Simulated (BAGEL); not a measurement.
# HF/STO-3G (density fitting with qzvpp-jkfit) run of SiH3Cl (SiClH3)

Aim: the vertical ionisation energy of SiH3Cl (SiClH3) at HF/STO-3G (density fitting with qzvpp-jkfit), from 2 runs. 

Program for the calculation: BAGEL 1.2.2.

1 further run of the same task is left out (it didn't finish).

## (1) The molecule

SiH3Cl has 5 atoms, charge 0, and is taken as a singlet. SMILES: `[H][Si]([H])([H])Cl`. Geometry: relaxed at GFN2-xTB.

Bond lengths: Si1–Cl2 2.010 Å, Si1–H3 1.458 Å, Si1–H4 1.458 Å, Si1–H5 1.458 Å. Angles: Cl2–Si1–H3 108.3°, Cl2–Si1–H4 108.2°, Cl2–Si1–H5 108.0°, H3–Si1–H4 110.8°, H3–Si1–H5 110.8°, H4–Si1–H5 110.7°.

## (2) A single-point energy at HF/STO-3G (density fitting with qzvpp-jkfit)

hf.json reads:

```json
{ "bagel" : [

{
  "title" : "molecule",
  "basis" : "sto-3g",
  "df_basis" : "qzvpp-jkfit",
  "angstrom" : true,
  "geometry" : [
    { "atom" : "Si", "xyz" : [       0.000290,       0.001940,      -0.129410 ] },
    { "atom" : "Cl", "xyz" : [       0.010690,      -0.020840,       1.880630 ] },
    { "atom" : "H", "xyz" : [       1.382330,       0.011210,      -0.594910 ] },
    { "atom" : "H", "xyz" : [      -0.700750,       1.203700,      -0.566480 ] },
    { "atom" : "H", "xyz" : [      -0.692550,      -1.196020,      -0.589840 ] }
  ]
},

{
  "title" : "hf"
},

{
  "title" : "print",
  "file" : "orbitals.molden",
  "orbitals" : true
}

]}
```

Run with:

```sh
BAGEL_NUM_THREADS=1 BAGEL hf.json > hf.out
```

Standard output:

```text
* using 1 threads per process

  ===============================================================
  ===============================================================

  *** Geometry ***

  { "atom" : "Si", "xyz" : [      0.000548,      0.003666,     -0.244549 ] },
  { "atom" : "Cl", "xyz" : [      0.020201,     -0.039382,      3.553876 ] },
  { "atom" : "H", "xyz" : [      2.612225,      0.021184,     -1.124217 ] },
  { "atom" : "H", "xyz" : [     -1.324226,      2.274663,     -1.070492 ] },
  { "atom" : "H", "xyz" : [     -1.308730,     -2.260150,     -1.114636 ] },

  Number of auxiliary basis functions:      310

  Since a DF basis is specified, we compute 2- and 3-index integrals:
    o Being stored without compression. Storage requirement is 0.001 GB

  Number of basis functions:       21
  Number of electrons      :       34

    * METHOD: MOLECULE                             0.05

  *** RHF ***

  === Nuclear Repulsion ===
    88.0988482975

      * DIIS with orbital gradients will be used.

  === RHF iteration (sto-3g) ===
      0       -741.94465657          0.01058982           0.00
      1       -741.97278391          0.00162394           0.00
      2       -741.97340783          0.00037753           0.00
      3       -741.97345684          0.00003747           0.00
      4       -741.97345741          0.00000465           0.00
      5       -741.97345742          0.00000033           0.00
      6       -741.97345742          0.00000004           0.00
      7       -741.97345742          0.00000000           0.00
    * SCF iteration converged.

    * Permanent dipole moment:
           (    0.002947,    -0.013611,     1.086147) a.u.

    * METHOD: HF                                   0.07

    * METHOD: PRINT                                0.00

  ===============================================================
```

It took 0.24 s on 1 thread of Arm Neoverse V2, shared host.

## (3) The doublet cation, same level

input.json reads:

```json
{ "bagel": [

{
  "title": "molecule",
  "basis": "sto-3g",
  "df_basis": "qzvpp-jkfit",
  "angstrom": "true",
  "geometry": [
    { "atom": "Si", "xyz": [    0.000290,    0.001940,   -0.129410 ] },
    { "atom": "Cl", "xyz": [    0.010690,   -0.020840,    1.880630 ] },
    { "atom": "H", "xyz": [    1.382330,    0.011210,   -0.594910 ] },
    { "atom": "H", "xyz": [   -0.700750,    1.203700,   -0.566480 ] },
    { "atom": "H", "xyz": [   -0.692550,   -1.196020,   -0.589840 ] }
  ]
},
{ "title": "uhf", "charge": 1, "nopen": 1 },
{ "title": "print", "file": "orbitals.molden", "orbitals": "true" }

]}
```

Run with:

```sh
BAGEL_NUM_THREADS=1 BAGEL input.json > input.out
```

Standard output:

```text
* using 1 threads per process

  ===============================================================
  ===============================================================

  *** Geometry ***

  { "atom" : "Si", "xyz" : [      0.000548,      0.003666,     -0.244549 ] },
  { "atom" : "Cl", "xyz" : [      0.020201,     -0.039382,      3.553876 ] },
  { "atom" : "H", "xyz" : [      2.612225,      0.021184,     -1.124217 ] },
  { "atom" : "H", "xyz" : [     -1.324226,      2.274663,     -1.070492 ] },
  { "atom" : "H", "xyz" : [     -1.308730,     -2.260150,     -1.114636 ] },

  Number of auxiliary basis functions:      310

  Since a DF basis is specified, we compute 2- and 3-index integrals:
    o Being stored without compression. Storage requirement is 0.001 GB

  Number of basis functions:       21
  Number of electrons      :       34

    * METHOD: MOLECULE                             0.05

  *** Open-shell HF ***

  === Nuclear Repulsion ===
    88.0988482975

      * DIIS with orbital gradients will be used.

  === UHF iteration (sto-3g) ===
      0       -741.50009524          0.03205412           0.01
      1       -741.58499902          0.01212687           0.01
      2       -741.59928346          0.00612261           0.01
      3       -741.60797004          0.00583694           0.01
      4       -741.62291376          0.00263656           0.01
      5       -741.62399405          0.00095216           0.01
      6       -741.62469638          0.00050424           0.01
      7       -741.62484213          0.00027546           0.01
      8       -741.62494181          0.00006700           0.01
      9       -741.62495640          0.00004584           0.01
     10       -741.62495362          0.00002400           0.01
     11       -741.62495781          0.00000624           0.01
     12       -741.62495805          0.00000212           0.01
     13       -741.62495807          0.00000113           0.01
     14       -741.62495808          0.00000094           0.01
     15       -741.62495808          0.00000088           0.01
     16       -741.62495808          0.00000086           0.01
     17       -741.62495808          0.00000086           0.01
     18       -741.62495808          0.00000086           0.01
     19       -741.62495808          0.00000086           0.01
     20       -741.62495808          0.00000086           0.01
     21       -741.62495809          0.00000085           0.01
     22       -741.62495809          0.00000085           0.01
     23       -741.62495810          0.00000085           0.01
     24       -741.62495811          0.00000085           0.01
     25       -741.62495811          0.00000084           0.01
     26       -741.62495812          0.00000083           0.01
     27       -741.62495813          0.00000082           0.01
     28       -741.62495815          0.00000082           0.01
     29       -741.62495826          0.00000088           0.01
     30       -741.62495826          0.00000087           0.01
     31       -741.62495823          0.00000080           0.01
     32       -741.62495836          0.00000166           0.01
     33       -741.62495846          0.00000456           0.01
     34       -741.62495848          0.00000528           0.01
     35       -741.62495845          0.00000404           0.01
     36       -741.62495840          0.00000218           0.01
     37       -741.62495835          0.00000134           0.01
     38       -741.62495838          0.00000179           0.01
     39       -741.62495833          0.00000097           0.01
     40       -741.62495833          0.00000118           0.01
     41       -741.62495829          0.00000075           0.01
     42       -741.62495835          0.00000130           0.01
     43       -741.62495829          0.00000072           0.01
     44       -741.62495828          0.00000071           0.01
     45       -741.62495837          0.00000074           0.01
     46       -741.62495862          0.00001194           0.01
     47       -741.62495861          0.00001678           0.01
     48       -741.62495860          0.00000850           0.01
     49       -741.62495848          0.00000103           0.01
     50       -741.62495858          0.00000341           0.01
     51       -741.62495856          0.00000069           0.01
     52       -741.62495865          0.00000250           0.01
     53       -741.62495865          0.00000323           0.01
     54       -741.62495868          0.00000525           0.01
     55       -741.62495869          0.00000110           0.01
     56       -741.62495869          0.00000018           0.01
     57       -741.62495869          0.00000021           0.01
     58       -741.62495869          0.00000006           0.01
     59       -741.62495869          0.00000002           0.01
     60       -741.62495869          0.00000001           0.01
     61       -741.62495869          0.00000001           0.01
    * SCF iteration converged.

    * S^2 (UHF) is 0.7535

    * Permanent dipole moment:
           (    0.059106,     0.029646,     0.375386) a.u.

    * METHOD: UHF                                  0.44

    * METHOD: PRINT                                0.00

  ===============================================================
```

It took 0.6 s on 1 thread of Arm Neoverse V2, shared host.

## (4) What came out

Level: HF/STO-3G (density fitting with qzvpp-jkfit).

| quantity | value |
| --- | --- |
| singlet SiH3Cl: total energy | -741.97346 Eh |
| singlet SiH3Cl: dipole moment | 2.76 D |
| singlet SiH3Cl: HOMO energy | -10.22 eV |
| singlet SiH3Cl: LUMO energy | 10.21 eV |
| singlet SiH3Cl: HOMO–LUMO gap | 20.43 eV |
| doublet cation: total energy | -741.62496 Eh |
| doublet cation: ⟨S²⟩ | 0.753 |
| vertical ionisation energy (to the doublet cation) | 9.483 eV |

The vertical ionisation energy comes to 9.48 eV (219 kcal/mol). −ε(HOMO) before ionisation, 10.22 eV, is 0.74 eV above this ionisation energy. In a minimal basis such a difference can be off by several eV, whatever the method.
